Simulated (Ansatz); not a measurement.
Results of PBEsol in Ansatz (plane waves, PAW) for B20 (FeSi-type) FeSi.

Settings: plane-wave cutoff 520 eV, 8×8×8 k mesh, Fermi–Dirac smearing 0.01 eV, no spin polarisation, scalar-relativistic PAW data made under PBE.

The cell is scaled about its equilibrium volume:

Shape and atoms are relaxed at each volume.

| V (Å³/atom) | P (GPa) | direct gap at Γ (eV) | smallest gap on the k mesh (eV) |
|---|---|---|---|
| 10.246 | 10.72 | 0.781 | 0.146 |
| 10.459 | 5.05 | 0.754 | 0.148 |
| 10.673 | -0.01 | 0.729 | 0.150 |
| 10.886 | -4.52 | 0.706 | 0.152 |
| 11.100 | -8.53 | 0.683 | 0.153 |

The fundamental gap (0.13 eV at the equilibrium volume, with added k points) lies elsewhere than Γ–Γ.

Measured, for comparison: band gap 0.05 eV (temperature not stated, no zero-point or thermal correction, indirect, transport; lower end of the printed range; as tabulated in Tomczak (2018), arXiv:1802.07220).

Note: the bulk modulus comes from volumes at which shape and atoms were relaxed.

Ansatz is an electronic-structure program.
